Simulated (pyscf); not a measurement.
Single points on ωB97X-D3(BJ)/def2-SVP structures (PySCF, gas phase).

Q: Estimate the classical barrier height and the reaction energy of B–Cl [singlet] + NH₃ → HN=B–Cl + H₂ at ωB97M-D3(BJ)/def2-TZVP. The step runs on the singlet surface, breaks H–N, H–N and forms B–N, H–H; take the separated reactants as zero.

A: ΔE‡ = 43.1 kcal/mol, ΔE = -49.1 kcal/mol. Zero-point energy shifts the barrier by -2.8 kcal/mol. It is a concerted two-bond exchange, with an imaginary mode of 1419i cm⁻¹. On the reactant side the descent ends in an adduct with a B–N contact, 9.3 kcal/mol under the separated species and 54.9 kcal/mol under the saddle at ωB97X-D3(BJ)/def2-TZVP. What is counted as formed (B–N) is already present as a longer contact in the reactant adduct; forming that adduct is a step of its own. At ωB97X-D3(BJ)/def2-TZVP the barrier from the zero used here is 45.6 kcal/mol. The same reactants have a lower exit, to H₂N–BH–Cl (barrier +9.0 kcal/mol at ωB97M-D3(BJ)/def2-TZVP, against +43.1 kcal/mol here). One saddle was located; it need not be the lowest between these sides. A restricted solution here is unstable towards spin polarisation, so biradical character is likely and single-reference numbers are less safe.
